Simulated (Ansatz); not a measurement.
# Cs2I2: the cost of one run

Computed with Ansatz 0.2.0, Gaussian basis. Level: the settings change from run to run.

1 further run of the same task is left out (set aside as unsound or not needed). Runs told in other sessions of the task aren't counted.

### 1 The relaxed structure

An earlier PBE-D4/def2-SVPD relaxation fixed the geometry. Cs, I take a core potential in def2 sets; no spin-orbit term is included.

4 atoms, charge -1, spin multiplicity 2.

Atoms are counted from 1 here; the program's logs count them from 0.

Bond lengths: Cs1–I3 3.704 Å, Cs1–I4 3.705 Å, Cs2–I3 3.706 Å, Cs2–I4 3.704 Å. Angles: I3–Cs1–I4 96.2°, I3–Cs2–I4 96.2°, Cs1–I3–Cs2 83.8°, Cs1–I4–Cs2 83.8°.

Coordinates:

```xyz
4
Cs2I2
Cs    2.0703   -1.1505   -0.7156
Cs   -2.0709    1.1571    0.7052
I     1.5104    1.9273    1.2680
I    -1.5098   -1.9339   -1.2577
```

### 2 BHLYP/def2-TZVPP

This run has atoms shaken by 0.03 Å, relativity set to scalar.

The input, in.yaml:

```yaml
crystal:
  periodic: [false, false, false]
  atoms:
    - {symbol: Cs, position_ang: [2.004759, -1.192671, -0.681365]}
    - {symbol: Cs, position_ang: [-2.073217, 1.184604, 0.680148]}
    - {symbol: I, position_ang: [1.510185, 1.931354, 1.269832]}
    - {symbol: I, position_ang: [-1.514308, -1.905060, -1.251483]}
basis:
  gaussian: {orbitals: def2-TZVPP}
total_charge: -1
magnetization: {spin_polarized: true, initial_magnetization: 1}
hamiltonian: {xc: {name: BHLYP}, pseudopotentials: {relativity: scalar}}
scf: {omitted_lower_state_checks: [starts]}
output: {forces: true}
```

Started as:

```sh
$ ansatz run in.yaml --threads 4 --pin off --events-out ev --progress --plain --max-ram 3916MiB
```

Q: Estimate wall time and peak memory on 4 threads of Arm Neoverse V1, shared host.

About 9 s, with a peak of 0.71 GiB.
